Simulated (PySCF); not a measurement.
Stepwise substitution at one centre (Al F-CH3). All species are isolated molecules in the gas phase. Strings in code marks are SMILES.

The T1 excitation (TDA) from two functionals at the same geometries (B3LYP-D3(BJ)/def2-TZVP), both in PySCF: PBE-D3(BJ)/def2-TZVP and TPSSh-D3(BJ)/def2-TZVP. Excitations are Tamm–Dancoff values on a coarser integration grid. The basis has no diffuse functions, so Rydberg states are missing or too high.

```json
[
 {"species": "0 of 3 F replaced by CH3 (`[F][Al]([F])[F]`)", "PBE-D3(BJ)/def2-TZVP (eV)": "7.08"},
 {"species": "1 of 3 F replaced by CH3 (`[CH3][Al]([F])[F]`)", "PBE-D3(BJ)/def2-TZVP (eV)": "6.17"},
 {"species": "2 of 3 F replaced by CH3 (`[CH3][Al]([CH3])[F]`)", "PBE-D3(BJ)/def2-TZVP (eV)": "5.35"},
 {"species": "3 of 3 F replaced by CH3 (`[CH3][Al]([CH3])[CH3]`)", "PBE-D3(BJ)/def2-TZVP (eV)": "4.89"}
]
```

### Question
What does TPSSh-D3(BJ)/def2-TZVP give for each?

### Answer

- 0 of 3 F replaced by CH3 (`[F][Al]([F])[F]`): 7.88
- 1 of 3 F replaced by CH3 (`[CH3][Al]([F])[F]`): 6.59
- 2 of 3 F replaced by CH3 (`[CH3][Al]([CH3])[F]`): 5.74
- 3 of 3 F replaced by CH3 (`[CH3][Al]([CH3])[CH3]`): 5.28
Over these rows, drawn at random from the members with no instability flagged (it was tested for open shells, ions and some series alone), PBE minus TPSSh-D3(BJ): mean -0.50 eV, from -0.80 eV to -0.39 eV.
